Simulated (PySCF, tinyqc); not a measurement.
Inside a calculation (part 2 of 2). Method: RKS/BP86 in the sto-3g basis, for CH2, spin multiplicity 1. The lowest restricted solution is unstable here: a spin-polarised one lies 0.0158 hartree lower (PySCF). Computed by tinyqc, a small Python program that keeps every step (integrals from PySCF). Command: `OMP_NUM_THREADS=1 python tinyqc.py 20725 20726 out.jsonl` (the two numbers bound the seeds that draw the settings). One thread of a shared host (Intel(R) Xeon(R) Processor @ 2.60GHz), about 2 s of CPU time with the checks.

Geometry (angstrom):
```
atom        x         y        z
C     0.00000   0.00000  0.00000
H     0.00000   0.95600  0.72400
H     0.00000  -1.01300  0.76700
```

## Iteration 2: diagonalisation and new density

Kohn-Sham matrix F (hartree), order 1C 1s, 1C 2s, 1C 2px, 1C 2py, 1C 2pz, 2H 1s, 3H 1s:
$$\begin{pmatrix}
-10.02197 & -2.72997 & 0.00000 & -0.00201 & -0.01292 & -0.53977 & -0.45820 \\
-2.72997 & -1.29326 & 0.00000 & -0.01743 & -0.06676 & -0.47670 & -0.41481 \\
0.00000 & 0.00000 & -0.22990 & 0.00000 & 0.00000 & 0.00000 & 0.00000 \\
-0.00201 & -0.01743 & 0.00000 & -0.26744 & -0.00560 & -0.21760 & 0.18603 \\
-0.01292 & -0.06676 & 0.00000 & -0.00560 & -0.24096 & -0.17480 & -0.15524 \\
-0.53977 & -0.47670 & 0.00000 & -0.21760 & -0.17480 & -0.25955 & -0.12915 \\
-0.45820 & -0.41481 & 0.00000 & 0.18603 & -0.15524 & -0.12915 & -0.17604
\end{pmatrix}$$

X, order 1C 1s, 1C 2s, 1C 2px, 1C 2py, 1C 2pz, 2H 1s, 3H 1s:
$$\begin{pmatrix}
-0.30981 & 0.07181 & 0.76043 & 0.00000 & -0.60448 & -0.01292 & 0.17964 \\
1.08154 & -0.17611 & -0.35535 & 0.00000 & -0.32046 & -0.02350 & 0.44067 \\
0.00000 & 0.00000 & 0.00000 & 1.00000 & 0.00000 & 0.00000 & 0.00000 \\
0.20358 & 0.94337 & -0.00418 & 0.00000 & 0.00672 & 0.63372 & 0.02846 \\
0.58353 & -0.09560 & 0.62793 & 0.00000 & 0.62685 & -0.01553 & 0.23359 \\
-0.92429 & -0.63443 & -0.16469 & 0.00000 & 0.13599 & 0.36606 & 0.39251 \\
-0.57469 & 0.88735 & -0.17771 & 0.00000 & 0.14294 & -0.41730 & 0.34846
\end{pmatrix}$$

Diagonalise F' = X^T F X, C = X C', fill 4 alpha and 4 beta electrons from the bottom; D = 2 C_occ C_occ^T. Each column has its largest component positive (the first on a tie).

F' = X^T F X (hartree):
$$\begin{pmatrix}
0.08370 & 0.05504 & 0.73966 & 0.00000 & -0.59346 & -0.01087 & 0.09049 \\
0.05504 & 0.23481 & -0.22683 & 0.00000 & 0.20876 & -0.06001 & -0.05418 \\
0.73966 & -0.22683 & -4.35925 & 0.00000 & 4.28023 & 0.12258 & -2.04558 \\
0.00000 & 0.00000 & 0.00000 & -0.22990 & 0.00000 & 0.00000 & 0.00000 \\
-0.59346 & 0.20876 & 4.28023 & 0.00000 & -4.73411 & -0.12873 & 2.23421 \\
-0.01087 & -0.06001 & 0.12258 & 0.00000 & -0.12873 & -0.33602 & 0.04313 \\
0.09049 & -0.05418 & -2.04558 & 0.00000 & 2.23421 & 0.04313 & -1.61646
\end{pmatrix}$$

orbital energies (hartree): MO1 -10.02937, MO2 -0.62037, MO3 -0.34060, MO4 -0.25365, MO5 -0.22990, MO6 0.25215, MO7 0.26452

coefficients C, order 1C 1s, 1C 2s, 1C 2px, 1C 2py, 1C 2pz, 2H 1s, 3H 1s:
$$\begin{pmatrix}
0.99192 & -0.25211 & 0.02936 & 0.09428 & 0.00000 & 0.09912 & 0.10090 \\
0.03382 & 0.86666 & -0.12325 & -0.41736 & 0.00000 & -0.56419 & -0.60375 \\
0.00000 & 0.00000 & 0.00000 & 0.00000 & 1.00000 & 0.00000 & 0.00000 \\
0.00073 & 0.05056 & 0.72804 & -0.06799 & 0.00000 & 0.59268 & -0.66736 \\
0.00531 & 0.15284 & 0.03108 & 0.84860 & 0.00000 & -0.45751 & -0.48774 \\
-0.00835 & 0.17132 & 0.32265 & 0.17971 & 0.00000 & 0.03862 & 1.19298 \\
-0.00737 & 0.11186 & -0.29015 & 0.19316 & 0.00000 & 1.15376 & -0.00329
\end{pmatrix}$$

D after iteration 2, order 1C 1s, 1C 2s, 1C 2px, 1C 2py, 1C 2pz, 2H 1s, 3H 1s:
$$\begin{pmatrix}
2.11443 & -0.45583 & 0.00000 & 0.00589 & 0.09530 & -0.05012 & -0.05164 \\
-0.45583 & 1.88324 & 0.00000 & -0.03503 & -0.45073 & 0.06685 & 0.10368 \\
0.00000 & 0.00000 & 0.00000 & 0.00000 & 0.00000 & 0.00000 & 0.00000 \\
0.00589 & -0.03503 & 0.00000 & 1.07446 & -0.05468 & 0.46268 & -0.43746 \\
0.09530 & -0.45073 & 0.00000 & -0.05468 & 1.48896 & 0.37733 & 0.34392 \\
-0.05012 & 0.06685 & 0.00000 & 0.46268 & 0.37733 & 0.33164 & -0.07936 \\
-0.05164 & 0.10368 & 0.00000 & -0.43746 & 0.34392 & -0.07936 & 0.26814
\end{pmatrix}$$

## Convergence

Stop when the energy changes by less than 1e-08 hartree and every element of the error matrix X^T (F D S - S D F) X is below 3e-05.

Course of the cycle:
```
iteration  E (hartree)     change  largest element of the error matrix
1          -38.3762324          -                             4.87e-01
2          -38.4505769  -7.43e-02                             3.98e-01
3          -38.4391613   1.14e-02                             4.57e-01
4          -38.4304783   8.68e-03                             4.20e-01
5          -38.4205641   9.91e-03                             4.79e-01
6          -38.4142661   6.30e-03                             4.36e-01
7          -38.4061583   8.11e-03                             4.96e-01
8          -38.4020736   4.08e-03                             4.47e-01
9          -38.3954927   6.58e-03                             5.08e-01
10         -38.3932560   2.24e-03                             4.55e-01
11         -38.3878741   5.38e-03                             5.16e-01
12         -38.3870623   8.12e-04                             4.60e-01
13         -38.3825733   4.49e-03                             5.22e-01
14         -38.3828044  -2.31e-04                             4.64e-01
...                ...        ...                                  ...
70         -38.3269891   4.66e-02                             4.01e-01
71         -38.3735960  -4.66e-02                             4.42e-01
72         -38.3270344   4.66e-02                             4.01e-01
73         -38.3736310  -4.66e-02                             4.42e-01
74         -38.3270691   4.66e-02                             4.01e-01
75         -38.3736578  -4.66e-02                             4.41e-01
76         -38.3270956   4.66e-02                             4.01e-01
77         -38.3736783  -4.66e-02                             4.41e-01
78         -38.3271160   4.66e-02                             4.01e-01
79         -38.3736940  -4.66e-02                             4.41e-01
80         -38.3271316   4.66e-02                             4.01e-01
81         -38.3737060  -4.66e-02                             4.41e-01
82         -38.3271435   4.66e-02                             4.00e-01
83         -38.3737153  -4.66e-02                             4.41e-01
```

PySCF RKS in the same basis, fine grid = -38.6028365 hartree

Not converged within the cap of 83 iterations: the residual has stopped falling: the iteration swings between two states. Reruns (cap 100 unless said): DIIS 8: converged in 7; damping 0.5: converged in 26; level shift 0.5: converged in 15; atomic densities as start, DIIS 8: converged in 7; the original settings with a cap of 400: not converged.
